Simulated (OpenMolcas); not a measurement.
# One shape, several levels: BNH3Cl (SMILES NBCl)

Aim: a comparison of 6 runs (HF/3-21G, B3LYP/6-31G*, M06-2X/aug-cc-pVDZ, TPSS/aug-cc-pVDZ, revPBE/aug-cc-pVDZ, CCSD(T)/aug-cc-pVDZ) of BNH3Cl. 

The results are computed with OpenMolcas 26.06.

1 further run of the same task is left out (set aside as unsound or not needed).

**1. Starting point**

The species is BNH3Cl (6 atoms), meant as a singlet with charge 0. As SMILES, `NBCl`. Geometry: relaxed at PBE0-D4/def2-TZVP.

Bond lengths: N1–B2 1.383 Å, B2–Cl3 1.768 Å, N1–H4 1.005 Å, N1–H5 1.006 Å, B2–H6 1.191 Å. Angles: N1–B2–Cl3 119.7°, N1–B2–H6 121.5°, Cl3–B2–H6 118.8°, B2–N1–H4 122.2°, B2–N1–H5 123.2°, H4–N1–H5 114.7°.

**2. Energy and gradient at HF/3-21G (run 1)**

Input file mol.input:

```
&GATEWAY
BASLIB
$CurrDir
COORD
6
angstrom
N       -0.395600      -0.007800      -0.658000
B        0.369600      -0.158900       0.483700
Cl       0.529900       1.189300       1.616000
H       -0.511800      -0.749300      -1.326600
H       -0.878600       0.844500      -0.888200
H        0.928800      -1.181900       0.727100
BASIS
3-21G
GROUP
NoSym
&SEWARD
&SCF
THRESHOLDS
1e-10 1e-07 1e-07 1e-05
PRORBITALS
1 1
&ALASKA
```

The basis set 3-21G is read from a file made from the Basis Set Exchange's data (not shown).

Run with:

```console
$ export MOLCAS_MEM=1860
$ pymolcas mol.input > mol.log
```

The program printed:

```text
--- Start Module: gateway ---
[...]
--- Stop Module: gateway /rc=_RC_ALL_IS_WELL_ ---
[...]
      Basis functions           37
[...]
--- Start Module: scf ---
[...]
       Convergence after  13 Iterations
[...]
::    Total SCF energy                               -537.8172895562
[...]
      Total spin, S                                     0.0000000000
[...]
      Total electronic charge=   32.000000
      Total            charge=   -0.000000
[...]
      Dipole Moment (debye):
      Origin of the operator (angstrom)=    0.2634    0.6132    0.8114
                   X= -1.3701E+00               Y= -1.3858E+00               Z= -3.1159E+00           Total=  3.6751E+00
      Quadrupole Moment (debye*angstrom):
[...]
--- Stop Module: scf /rc=_RC_ALL_IS_WELL_ ---
--- Start Module: alaska ---
[...]
 *              Molecular gradients               *
 **************************************************
  Irreducible representation: a
 ------------------------------------------------------------------------------------------
                              X                       Y                       Z
 ------------------------------------------------------------------------------------------
  N1                6.94653686461111E-03   -1.69980158626837E-03    1.01375228517959E-02
  B2               -3.83086558333035E-03    2.58928262033438E-02    1.05799230940853E-02
  CL3              -3.13071033391221E-03   -1.88505084998987E-02   -1.72852532361656E-02
  H4               -7.60270276025099E-04   -3.07317829986253E-03   -3.23189804153889E-03
  H5               -1.72002778313574E-03    3.71781864989229E-03   -3.64661855268622E-04
  H6                2.49533711179395E-03   -5.98715646720960E-03    1.64367187100556E-04
 ------------------------------------------------------------------------------------------
--- Stop Module: alaska /rc=_RC_ALL_IS_WELL_ ---
[...]
```

Run time: 1.8 s. Hardware: 1 thread of Arm Neoverse V2, shared host; peak memory 0.37 GiB.

**3. Energy and gradient at B3LYP/6-31G(d) (spherical functions) (run 2)**

Input file test.input:

```
* BClH3N Kohn-Sham DFT
>>> EXPORT MOLCAS_PRINT=2
&GATEWAY
BasLib=$CurrDir
BasisSet
N.6-31Gs....
N1 -0.395600 -0.007800 -0.658000 angstrom
End of Basis
BasisSet
B.6-31Gs....
B2 0.369600 -0.158900 0.483700 angstrom
End of Basis
BasisSet
Cl.6-31Gs....
Cl3 0.529900 1.189300 1.616000 angstrom
End of Basis
BasisSet
H.6-31Gs....
H4 -0.511800 -0.749300 -1.326600 angstrom
H5 -0.878600 0.844500 -0.888200 angstrom
H6 0.928800 -1.181900 0.727100 angstrom
End of Basis
&SEWARD
GridInput
Grid=UltraFine
End of Grid
&SCF
KSDFT=B3LYP
Thresholds=1e-10 1e-07 1e-07 1e-05
PrOrbitals=1 1
&ALASKA
```

The basis set 6-31G* is read from a file made from the Basis Set Exchange's data (not shown).

Run with:

```console
$ export MOLCAS_MEM=1860
$ pymolcas test.input > test.log
```

The program printed:

```text
--- Start Module: gateway ---
[...]
--- Stop Module: gateway /rc=_RC_ALL_IS_WELL_ ---
[...]
      Basis functions           52
[...]
--- Start Module: scf ---
[...]
       Convergence after  14 Iterations
[...]
::    Total KS-DFT energy                            -541.6855822653
[...]
      Total spin, S                                     0.0000000000
[...]
      Total electronic charge=   32.000000
      Total            charge=   -0.000000
[...]
      Dipole Moment (debye):
      Origin of the operator (angstrom)=    0.2634    0.6132    0.8114
                   X= -1.2864E+00               Y= -7.8428E-01               Z= -2.5911E+00           Total=  2.9972E+00
      Quadrupole Moment (debye*angstrom):
[...]
--- Stop Module: scf /rc=_RC_ALL_IS_WELL_ ---
[...]
--- Start Module: alaska ---
[...]
 *              Molecular gradients               *
 **************************************************
  Irreducible representation: a
 ------------------------------------------------------------------------------------------
                              X                       Y                       Z
 ------------------------------------------------------------------------------------------
  N1                4.47204703789339E-04    7.92778106104564E-05    7.67041647931066E-04
  B2               -2.97652993741737E-03    6.64735668126504E-03   -4.98810156800700E-04
  CL3              -9.41551200854374E-04   -6.07812113276829E-03   -5.47113985355807E-03
  H4                6.86468689229836E-04    3.44835279122124E-03    3.33572947084360E-03
  H5                2.58064928986546E-03   -3.94997746498671E-03    1.63232099363242E-03
  H6                2.03758455355585E-04   -1.46888685318203E-04    2.34857897935314E-04
 ------------------------------------------------------------------------------------------
--- Stop Module: alaska /rc=_RC_ALL_IS_WELL_ ---
[...]
```

Wall time 13 s (1 thread of Arm Neoverse V2, shared host); peak memory 0.38 GiB.

Run 3 isn't shown in full; the table further down has it.

**4. Energy and forces at TPSS/aug-cc-pVDZ (run 4)**

Input file test.inp:

```
&GATEWAY
 BasLib=$CurrDir
 Coord
 6
 bohr
 N     -0.74757565    -0.01473986    -1.24343979
 B      0.69844278    -0.30027748     0.91406053
 Cl     1.00136587     2.24745128     3.05379742
 H     -0.96716183    -1.41597179    -2.50691068
 H     -1.66031337     1.59587371    -1.67845474
 H      1.75517762    -2.23346731     1.37401987
 Basis=aug-cc-pVDZ
 Group=NoSym

&SEWARD
 GridInput
 Grid=UltraFine
 End of Grid

&SCF
 KSDFT=2
 1.0 MGGA_X_TPSS
 1.0 MGGA_C_TPSS
 Thresholds=1e-10 1e-07 1e-07 1e-05
 PrOrbitals=1 2

&ALASKA
```

The basis set aug-cc-pVDZ is read from a file made from the Basis Set Exchange's data (not shown).

Run with:

```console
$ export MOLCAS_MEM=1860
$ pymolcas test.inp > test.log
```

The program printed:

```text
--- Start Module: gateway ---
[...]
--- Stop Module: gateway /rc=_RC_ALL_IS_WELL_ ---
[...]
      Basis functions          100
[...]
--- Start Module: scf ---
[...]
       Convergence after  15 Iterations
[...]
::    Total KS-DFT energy                            -541.7455675477
[...]
      Total spin, S                                     0.0000000000
[...]
      Total electronic charge=   32.000000
      Total            charge=   -0.000000
[...]
      Dipole Moment (debye):
      Origin of the operator (angstrom)=    0.2634    0.6132    0.8114
                   X= -1.1574E+00               Y= -7.2126E-01               Z= -2.3415E+00           Total=  2.7097E+00
      Quadrupole Moment (debye*angstrom):
[...]
--- Stop Module: scf /rc=_RC_ALL_IS_WELL_ ---
[...]
--- Start Module: alaska ---
[...]
 *              Molecular gradients               *
 **************************************************
  Irreducible representation: a
 ------------------------------------------------------------------------------------------
                              X                       Y                       Z
 ------------------------------------------------------------------------------------------
  N1                1.48665762102862E-03   -7.50858032782631E-04    1.91426284255858E-03
  B2               -4.94827764554184E-03    7.93984845504347E-03   -2.85723155920578E-03
  CL3              -9.24317022827914E-04   -8.55301062288660E-03   -7.04495700732366E-03
  H4                1.13440904222328E-03    6.30945192445953E-03    5.91486366621385E-03
  H5                4.36367941928717E-03   -7.16392681676314E-03    2.43807189650758E-03
  H6               -1.11215141417809E-03    2.21849509297023E-03   -3.65009838770303E-04
 ------------------------------------------------------------------------------------------
--- Stop Module: alaska /rc=_RC_ALL_IS_WELL_ ---
[...]
```

It took 55 s on 1 thread of Arm Neoverse V2, shared host; peak memory 0.56 GiB.

Run 5 isn't shown in full; the table further down has it.

**5. The energy at CCSD(T)/aug-cc-pVDZ (Cholesky decomposition) (run 6)**

Input file job.input:

```
&GATEWAY
 BasLib=$CurrDir
 Coord
 6
 angstrom
 N       -0.395600      -0.007800      -0.658000
 B        0.369600      -0.158900       0.483700
 Cl       0.529900       1.189300       1.616000
 H       -0.511800      -0.749300      -1.326600
 H       -0.878600       0.844500      -0.888200
 H        0.928800      -1.181900       0.727100
 Basis=aug-cc-pVDZ
 Group=NoSym

&SEWARD
 High

&SCF
 Thresholds=1e-10 1e-07 1e-07 1e-05
 PrOrbitals=1 1

&CHCC
 Frozen=7
 Threshold=1e-08
 MaxIterations=80

&CHT3
 Frozen=7
```

The basis set aug-cc-pVDZ is read from a file made from the Basis Set Exchange's data (not shown).

Run with:

```console
$ export MOLCAS_MEM=1860
$ pymolcas job.input > job.log
```

The program printed:

```text
--- Start Module: gateway ---
[...]
--- Stop Module: gateway /rc=_RC_ALL_IS_WELL_ ---
[...]
      Basis functions          100
[...]
       Convergence after  13 Iterations
[...]
::    Total SCF energy                               -540.4894309111
[...]
      Total spin, S                                     0.0000000000
[...]
      Total electronic charge=   32.000000
      Total            charge=   -0.000000
[...]
      Dipole Moment (debye):
      Origin of the operator (angstrom)=    0.2634    0.6132    0.8114
                   X= -1.0556E+00               Y= -9.3138E-01               Z= -2.3125E+00           Total=  2.7072E+00
      Quadrupole Moment (debye*angstrom):
[...]
--- Start Module: chcc ---
[...]
--- Stop Module: chcc /rc=_RC_ALL_IS_WELL_ ---
[...]
--- Start Module: cht3 ---
[...]
--- Stop Module: cht3 /rc=_RC_ALL_IS_WELL_ ---
[...]
```

Wall time 2.2 min (1 thread of Arm Neoverse V2, shared host); peak memory 0.14 GiB.

**6. All runs side by side**

```csv
run,level,integration grid,integral approximation,energy (Eh),dipole moment (D) of the reference,HOMO energy (eV),LUMO energy (eV),wall time
1,HF/3-21G,–,none,-537.817290,3.68,-11.70,4.41,1.8 s
2,B3LYP/6-31G* (spherical functions),UltraFine,none,-541.685582,3.00,-7.89,0.46,13 s
3,M06-2X/aug-cc-pVDZ,UltraFine,none,-541.657941,2.72,-9.74,-0.21,50 s
4,TPSS/aug-cc-pVDZ,UltraFine,none,-541.745568,2.71,-7.14,-0.67,55 s
5,revPBE/aug-cc-pVDZ,UltraFine,none,-541.600309,2.68,-7.05,-0.80,38 s
6,CCSD(T)/aug-cc-pVDZ (Cholesky decomposition),–,CD high,-540.948659,2.71,-11.72,0.90,2.2 min
```

**7. Results**

| quantity | value |
| --- | --- |
| run 6: total energy | -540.94866 Eh |
| run 6: dipole moment (mean-field density) | 2.71 D |
| run 6: HOMO energy (Hartree–Fock orbitals) | -11.72 eV |
| run 6: LUMO energy (Hartree–Fock orbitals) | 0.90 eV |
| run 6: HOMO–LUMO gap (Hartree–Fock orbitals) | 12.61 eV |
| run 6: correlation energy (7 core orbitals frozen) | -459.2 mEh |
| run 6: (T) correction | -13.67 mEh |

Over runs 1, 2, 3, 4, 5 the dipole moment (its size) runs from 2.68 D (revPBE/aug-cc-pVDZ) to 3.68 D (HF/3-21G). The two ends differ in method and basis. Over runs 1, 2, 3, 4, 5 the HOMO–LUMO gap runs from 6.25 eV (revPBE/aug-cc-pVDZ) to 16.11 eV (HF/3-21G). Totals of different functionals can't be ranked against each other. All runs together took 4.8 min, the longest 2.2 min.
